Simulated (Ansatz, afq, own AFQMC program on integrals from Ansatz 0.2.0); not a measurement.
Two steps: Ansatz 0.2.0 writes the Fock matrix and Cholesky factors of the valence space, and afq projects on them the lowest state that overlaps trial and start.

```yaml
crystal:
  periodic: [false, false, false]
  atoms:
    - {symbol: Sb, position_ang: [0.000036, -0.000016, -0.012964]}
    - {symbol: H, position_ang: [1.587283, 0.013487, 0.526454]}
    - {symbol: H, position_ang: [-0.806950, 1.370107, 0.518114]}
    - {symbol: H, position_ang: [-0.784704, -1.381681, 0.521537]}
basis:
  gaussian: {orbitals: def2-SVP}
total_charge: 1
magnetization: {spin_polarized: true, initial_magnetization: 1}
correlation: {method: ccsd_t, electrons: outside_noble_gas, hamiltonian_folder: ham}
```

```sh
$ ansatz run in.yaml --threads 1 --pin off --events-out ev --progress --plain --max-ram 1382MiB
```

Options of the walk:

```
--method phaseless --trial cisd --walkers 60 --populations 1 --least-time 40 --time-step 0.005 --steps-per-block 50 --equilibration-blocks 28 --max-blocks 300 --target-error 0.00032 --factor-cut 1e-05 --start spin_pure --seed 1306 --release-times 0.24,0.51,0.99,1.62,2.4 --release-step 0.03 --release-every 4 --taylor-order 6
```

Times are imaginary, in 1/Eh. The walk had a cap of 638 s. Filled inner d shells are frozen with the cores. Core potentials past Kr, no spin–orbit coupling.

Output of the walk:

```
orbitals 32  electrons 4 3  factors 263 of 487
reference energy -240.66638112 Eh
CCSD correlation -0.11082173 Eh in 10 cycles, weight of the determinant in the CISD state 0.9285
energy of the start -240.777183 Eh
 block  time / (1/Eh)  mean weight  energy / Eh
     1     0.250  1.0001  -240.776548
     2     0.500  1.0007  -240.776844
     3     0.750  0.9999  -240.777133
     4     1.000  1.0000  -240.777600
     5     1.250  0.9994  -240.778420
     7     1.750  0.9996  -240.779183
     9     2.250  1.0001  -240.779466
    13     3.250  0.9986  -240.780994
    21     5.250  0.9985  -240.779076
    29     7.250  1.0000  -240.780083
    37     9.250  0.9992  -240.780356
    41    10.250  0.9993  -240.778612
    45    11.250  0.9997  -240.778879
    53    13.250  0.9998  -240.781321
    61    15.250  1.0000  -240.779146
    69    17.250  1.0001  -240.779013
    77    19.250  1.0001  -240.780461
    85    21.250  0.9993  -240.779965
    93    23.250  0.9989  -240.779370
   101    25.250  0.9997  -240.779005
   109    27.250  0.9989  -240.779352
   117    29.250  1.0002  -240.781535
   121    30.250  0.9994  -240.782331
   125    31.250  0.9996  -240.779363
   133    33.250  1.0007  -240.780277
   141    35.250  1.0008  -240.779995
   149    37.250  0.9992  -240.779475
   157    39.250  1.0001  -240.779933
   165    41.250  1.0022  -240.780198
   173    43.250  0.9991  -240.778798
   181    45.250  0.9986  -240.778998
   185    46.250  0.9998  -240.781266
blocks merged  error / Eh  count
     1  0.000081  160
     2  0.000100  80
     4  0.000123  40
     8  0.000143  20
    16  0.000146  10
released: time / (1/Eh)  energy / Eh  error  mean overlap
  0.24  -240.779937  0.000133  1.0060
  0.51  -240.780031  0.000122  0.9941
  0.99  -240.779980  0.000131  0.9915
  1.62  -240.780037  0.000149  0.9972
  2.40  -240.780095  0.000146  0.9809
energy -240.779892 +/- 0.000143 Eh
(rows thinned)
```

The run passed its tests (sampling time, drift between the halves within three errors, error under three times the target), which doesn't prove that it has relaxed.

Against this walk (error 3.9 meV) on the same determinant: CCSD(T) 13.2 meV higher, CCSDT(Q) 5.7 meV lower (within the noise). The error is statistical and leaves out the bias of the constraint. Released to 2.40 1/Eh the energy moves by -6 ± 6 meV (both errors), within twice the noise.

Cautions: constraint bias not in the error; no spin-orbit coupling; inner d shell frozen.

The walk took 2.7 min on 1 thread of Arm Neoverse V1, with other jobs on the host. The log's last line is the phaseless energy.

CCSDT and higher add their correlation energy to the determinant of the CCSD(T) run, since their own runs factorise the integrals more tightly (a shift of under 2 meV). A walk keeps the symmetry of its determinant, which the program's search chose and which needn't be the lowest solution, so a lower state of the same spin and another symmetry isn't excluded.
